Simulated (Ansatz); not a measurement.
## CH2AlN (AlH2(CN)): methods side by side

CH2AlN has 5 atoms, charge 0, and is taken as a singlet. SMILES: `[H][Al]([H])[C]#N`. Geometry: a GFN2-xTB relaxation, a rough one for these elements and not checked as a minimum.

```xyz
5

Al    0.3533    0.6161    0.0079
H     1.8976    0.6184    0.0587
H    -0.4102    1.9598   -0.0238
C    -0.6347   -1.0958   -0.0147
N    -1.2059   -2.0985   -0.0281
```

Each level gives the energy change with the C4–N5 bond stretched from 1.154 to 1.443 Å (eV). The values are calculated.

```tsv
level	kind	program	value (eV)	less FCI/STO-3G	CPU time (all runs)
BLYP/STO-3G (restricted)	GGA	Ansatz	1.59	-0.04	2.3 s
BHLYP/STO-3G (restricted)	global hybrid	Ansatz	2.93	+1.30	2.3 s
PBE0/STO-3G (restricted)	global hybrid	Ansatz	2.38	+0.75	2.3 s
HSE06/STO-3G (restricted)	range-separated hybrid	Ansatz	2.36	+0.73	2.8 s
wB97M-V/STO-3G (restricted)	range-separated hybrid	Ansatz	2.52	+0.89	37 s
wB97X/STO-3G (restricted)	range-separated hybrid	Ansatz	2.56	+0.93	10 s
B2PLYP/STO-3G (restricted)	double hybrid	Ansatz	1.69	+0.06	3 s
CCSD(T)/STO-3G (restricted)	coupled cluster or CI	Ansatz	1.73	+0.10	0.37 s
FCI/STO-3G	exact in the basis	Ansatz	1.63	0.00	3.1 min
```

FCI/STO-3G is exact within its basis and frozen core, so for wave-function methods in that basis the difference is their error; functionals converge differently with the basis, so for them it is only a difference. The first shape isn't each level's own minimum. The values span 1.59 to 2.93 eV. All rows use very small basis sets, so even the best lies far from the true value. CPU times are rough (shared hosts, several kinds of processor): they show what a rung costs within a factor of a few.
